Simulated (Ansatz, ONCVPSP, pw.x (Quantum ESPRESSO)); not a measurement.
**pw.x on bcc Mo: one setting changed**

Potential: optimised norm-conserving Vanderbilt (ONCV), ONCVPSP 4.0.1.1 (patched build), PBE; core [Ar] 3d10, reference 4s2 4p6 4d5 5s1; waves: 4s+5s: rc 1.80 bohr, ncon 4, nbas 7, qcut 5.5 1/bohr, 2 projectors; 4p: rc 1.70 bohr, ncon 5, nbas 8, qcut 7.6 1/bohr, 2 projectors, debl 2.7 Ha; 4d: rc 1.75 bohr, ncon 4, nbas 7, qcut 5.4 1/bohr, 2 projectors, debl 4 Ha; local part: polynomial inside 1.60 bohr (lpopt 5, dvloc0 4 Ha); core correction: none.

The reference run (k-mesh 15³, cutoffs 125/500 Ry, Fermi–Dirac 0.01 Ry, mixing_beta 0.4, conv_thr 1e-9, no spin) gives 1.28 GPa at 15.802 Å³/atom, where all-electron LAPW gives -0.00 GPa. This run, with its own iteration cap, changes nspin = 2 with starting_magnetization to 0.5.

```
&control
  calculation='scf', prefix='x', pseudo_dir='./', outdir='./tmp', tstress=.true., disk_io='none'
/
&system
  ibrav=0, nat=1, ntyp=1, ecutwfc=125, ecutrho=500, nbnd=15,
  occupations='smearing', smearing='fd', degauss=0.01, nspin=2, starting_magnetization(1)=0.5
/
&electrons
  conv_thr=1e-09, mixing_beta=0.4, electron_maxstep=60
/
ATOMIC_SPECIES
Mo 1.0 Mo.UPF
CELL_PARAMETERS angstrom
  -1.58082582 1.58082582 1.58082582
  1.58082582 -1.58082582 1.58082582
  1.58082582 1.58082582 -1.58082582
ATOMIC_POSITIONS crystal
Mo 0.0000 0.0000 0.0000
K_POINTS automatic
15 15 15 0 0 0
```

```bash
pw.x < Mo.scf.in > Mo.scf.out
```

Q: How does the run end?

A: It converges in 10 iterations; the free energy moves by +0.0 meV/atom and the pressure by +0.00 GPa. The result is that of the reference run.

```
Message from routine setup:
     using ibrav=0 with symmetry is DISCOURAGED, use correct ibrav instead
     lattice parameter (alat)  =       5.1742  a.u.
     unit-cell volume          =     106.6372 (a.u.)^3
     number of electrons       =        14.00
     number of Kohn-Sham states=           15
     kinetic-energy cutoff     =     125.0000  Ry
     charge density cutoff     =     500.0000  Ry
     scf convergence threshold =      1.0E-09
     Exchange-correlation= PBE
     atomic species   magnetization
     number of k points=   120  Fermi-Dirac smearing, width (Ry)=  0.0100
     iteration #  1     ecut=   125.00 Ry     beta= 0.40
     total energy              =    -136.74328090 Ry
     estimated scf accuracy    <       0.35163070 Ry
     total magnetization       =     2.02 Bohr mag/cell
     absolute magnetization    =     2.02 Bohr mag/cell
     iteration #  2     ecut=   125.00 Ry     beta= 0.40
     total energy              =    -136.94394905 Ry
     estimated scf accuracy    <       0.15418711 Ry
     total magnetization       =     1.31 Bohr mag/cell
     absolute magnetization    =     1.31 Bohr mag/cell
     iteration #  3     ecut=   125.00 Ry     beta= 0.40
     total energy              =    -137.01183829 Ry
     estimated scf accuracy    <       0.00884520 Ry
     total magnetization       =     0.25 Bohr mag/cell
     absolute magnetization    =     0.25 Bohr mag/cell
     iteration #  4     ecut=   125.00 Ry     beta= 0.40
     total energy              =    -137.01580465 Ry
     estimated scf accuracy    <       0.00252242 Ry
     total magnetization       =     0.09 Bohr mag/cell
     absolute magnetization    =     0.09 Bohr mag/cell
     iteration #  5     ecut=   125.00 Ry     beta= 0.40
     total energy              =    -137.01655347 Ry
     estimated scf accuracy    <       0.00015131 Ry
     total magnetization       =     0.04 Bohr mag/cell
     absolute magnetization    =     0.05 Bohr mag/cell
     iteration #  6     ecut=   125.00 Ry     beta= 0.40
     total energy              =    -137.01668188 Ry
     estimated scf accuracy    <       0.00000523 Ry
     total magnetization       =     0.01 Bohr mag/cell
     absolute magnetization    =     0.01 Bohr mag/cell
     iteration #  7     ecut=   125.00 Ry     beta= 0.40
     total energy              =    -137.01668503 Ry
     estimated scf accuracy    <       0.00000317 Ry
     total magnetization       =     0.00 Bohr mag/cell
     absolute magnetization    =     0.01 Bohr mag/cell
     iteration #  8     ecut=   125.00 Ry     beta= 0.40
     total energy              =    -137.01668854 Ry
     estimated scf accuracy    <       0.00000007 Ry
     total magnetization       =    -0.00 Bohr mag/cell
     absolute magnetization    =     0.00 Bohr mag/cell
     iteration #  9     ecut=   125.00 Ry     beta= 0.40
     total energy              =    -137.01668861 Ry
     estimated scf accuracy    <       0.00000004 Ry
     total magnetization       =    -0.00 Bohr mag/cell
     absolute magnetization    =     0.00 Bohr mag/cell
     iteration # 10     ecut=   125.00 Ry     beta= 0.40
     the Fermi energy is    20.9966 ev
!    total energy              =    -137.01668865 Ry
     estimated scf accuracy    <          5.4E-10 Ry
     smearing contrib. (-TS)   =      -0.00303006 Ry
     The total energy is F=E-TS. E is the sum of the following terms:
     one-electron contribution =     -20.23430764 Ry
     hartree contribution      =      18.29572509 Ry
     xc contribution           =     -15.68915796 Ry
     ewald contribution        =    -119.38591808 Ry
     total magnetization       =     0.00 Bohr mag/cell
     absolute magnetization    =     0.00 Bohr mag/cell
     convergence has been achieved in  10 iterations
          total   stress  (Ry/bohr**3)                   (kbar)     P=       12.84
     Message from routine punch:
     Nothing written, as per user request (disk_io='none')
```

The run took about 3.8 min on one core of a shared host (Neoverse-N1, 64 threads, 124 GiB, load 58).
